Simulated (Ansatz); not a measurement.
Geometry optimisation, RKS PBE/def2-TZVP (Ansatz).

Input file:

```yaml
crystal:
  periodic: [false, false, false]
  atoms:
    - { symbol: B, position_ang: [-0.3675, 0.3988, -0.3357] }
    - { symbol: O, position_ang: [0.8186, -0.8591, -0.0796] }
    - { symbol: H, position_ang: [-1.0207, 0.1259, -1.2584] }
    - { symbol: H, position_ang: [0.1033, 1.4528, -0.17] }
    - { symbol: H, position_ang: [-0.1696, -0.5861, 0.6896] }
    - { symbol: H, position_ang: [-0.9892, -0.1032, 0.9481] }
    - { symbol: H, position_ang: [1.6251, -0.4291, 0.2059] }
basis:
  gaussian: { orbitals: def2-TZVP }
hamiltonian:
  xc: pbe
relax:
  f_tol: 0.15
  max_steps: 25
  restrain:
    - { distance: [0, 5], at: 1.15, k: 30.0 }
    - { distance: [4, 1], at: 0.97, k: 30.0 }
    - { distance: [0, 1], at: 2.8, k: 30.0 }
    - { distance: [4, 5], at: 1.92, k: 30.0 }
```

Run as:

```bash
$ ansatz run input.yaml --threads 2 --pin off --max-ram 3072MiB --backend cpu --events-out ev --progress --plain --runs-dir out
```

Q: Where does it end, and by what steps?

A: The run converged. The restraints hold the end off the free minimum. After 6 steps the energy has fallen by 0.462 eV (the restraints' own energy left out); H5 moved furthest, 0.76 Å. Parted: B1–O2, B1–H5. Joined: B1–H6, O2–H5.

| step | energy less start (eV) | largest force component (eV/Å) | accepted |
| --- | --- | --- | --- |
| 0 | 0.0000 | 1.867 | yes |
| 1 | -0.0305 | 2.945 | yes |
| 2 | -0.3533 | 1.677 | yes |
| 3 | -0.2723 | 1.649 | yes |
| 4 | -0.3483 | 1.555 | yes |
| 5 | -0.4537 | 0.492 | yes |
| 6 | -0.4618 | 0.615 | yes |

```xyz
7
Properties=species:S:1:pos:R:3
B -0.817 0.698 -0.306
O 1.135 -1.243 0.137
H -1.365 0.421 -1.333
H -0.027 1.600 -0.258
H 0.405 -1.075 0.760
H -1.100 0.124 0.680
H 1.769 -0.525 0.319
```

Whether the end is a true minimum wasn't checked by a vibrational analysis.

The run took 5 s on 2 threads of AMD EPYC 7R43 64-Core Processor (Zen 3), on a shared host, peak memory 0.14 GiB.
